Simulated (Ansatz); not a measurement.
# CH4SSi: vertical ionisation energy

Aim: the vertical ionisation energy of CH4SSi, as cation minus neutral at the neutral's geometry, on several levels, and how well −ε(HOMO) stands in for it.

The runs use Ansatz 0.2.0, Gaussian basis; unrestricted cation, the program's frozen cores in correlated methods.

The runs, in order: UKS PBE-D4/def2-TZVPP; UKS r2SCAN-D4/def2-TZVPP; UKS PBE0-D4/def2-TZVPP; UKS B3LYP-D4/def2-TZVPP; UKS wB97X-V/def2-TZVPP; UKS wB97M-V/def2-TZVPP; UKS B2PLYP/def2-TZVPP; UHF-CCSD(T)/def2-TZVPP; UHF-MP2/def2-QZVPP; extrapolation to the limit; then −ε(HOMO) from the neutral's earlier runs with LDA (SPW92), PBE-D4, revPBE-D4, BLYP-D4, r2SCAN-D4, B97M-V, PBE0-D4, B3LYP-D4, r2SCANh-D4, r2SCAN0-D4, HSE06-D4, BHLYP-D4, CAM-B3LYP-D4, LC-ωPBE, ωB97X-V, ωB97M-V.

## Step 1: The geometry

An earlier PBE0-D4 in a triple-zeta def2 set relaxation fixed the geometry.

SMILES `C1[SiH2]S1`, 7 atoms, charge 0, spin multiplicity 1.

Atoms are counted from 1 here; the program's logs count them from 0.

Bond lengths: C1–Si2 1.839 Å, C1–S3 1.862 Å, C1–H4 1.086 Å, C1–H5 1.086 Å, Si2–S3 2.086 Å, Si2–H6 1.479 Å, Si2–H7 1.479 Å. Angles: Si2–C1–S3 68.6°, Si2–C1–H4 119.9°, Si2–C1–H5 119.9°, S3–C1–H4 113.2°, S3–C1–H5 113.2°, H4–C1–H5 113.6°, C1–Si2–S3 56.2°, C1–Si2–H6 119.3°, C1–Si2–H7 119.3°, S3–Si2–H6 118.8°, S3–Si2–H7 118.8°, H6–Si2–H7 113.2°, C1–S3–Si2 55.2°.

## Step 2: Cation, UKS PBE-D4/def2-TZVPP

Contents of in.yaml:

```yaml
crystal:
  periodic: [false, false, false]
  atoms:
    - {symbol: C, position_ang: [-0.707742, -0.124068, -0.604372]}
    - {symbol: Si, position_ang: [0.728362, 0.212624, 0.494695]}
    - {symbol: S, position_ang: [-0.558011, -1.411894, 0.731939]}
    - {symbol: H, position_ang: [-0.544508, -0.521570, -1.601389]}
    - {symbol: H, position_ang: [-1.607156, 0.477986, -0.519051]}
    - {symbol: H, position_ang: [0.653011, 1.328728, 1.461743]}
    - {symbol: H, position_ang: [2.097246, -0.029706, -0.009266]}
basis:
  gaussian: {orbitals: def2-TZVPP}
total_charge: 1
magnetization: {spin_polarized: true, initial_magnetization: 1}
hamiltonian: {xc: pbe, dispersion: d4}
```

Command:

```sh
$ ansatz run in.yaml --threads 2 --pin off --events-out ev --progress --plain --max-ram 4352MiB
```

Further steps of the session: Cation, UKS r2SCAN-D4/def2-TZVPP; Cation, UKS PBE0-D4/def2-TZVPP; Cation, UKS B3LYP-D4/def2-TZVPP; Cation, UKS wB97X-V/def2-TZVPP; Cation, UKS wB97M-V/def2-TZVPP; Cation, UKS B2PLYP (frozen core)/def2-TZVPP; Cation, UHF-CCSD(T)/def2-TZVPP; Cation, UHF-MP2/def2-QZVPP.

Before running them: what should the planned runs give, taken together? Wanted: ionisation energy, CCSD(T)/CBS; nearest functional by difference; nearest −ε(HOMO); −ε(HOMO) of PBE; T1 of the cation.

As calculated:

| quantity | value |
| --- | --- |
| ionisation energy, CCSD(T)/CBS | 9.40 eV |
| nearest functional by difference | ωB97X-V (-0.15 eV) |
| nearest −ε(HOMO) | ωB97X-V (-0.08 eV) |
| −ε(HOMO) of PBE | 5.79 eV |
| T1 of the cation | 0.017 |

What this shows: Energy differences with functionals land within 0.26 eV of the reference. −ε(HOMO) of PBE misses by 3.6 eV, since self-interaction lifts the level. Among orbital estimates ωB97X-V comes nearest. Hartree-Fock falls 1.31 eV short, as the neutral has more correlation energy than the cation. The cation may have settled in a state other than its lowest; no search over hole states beyond the program's own was made.
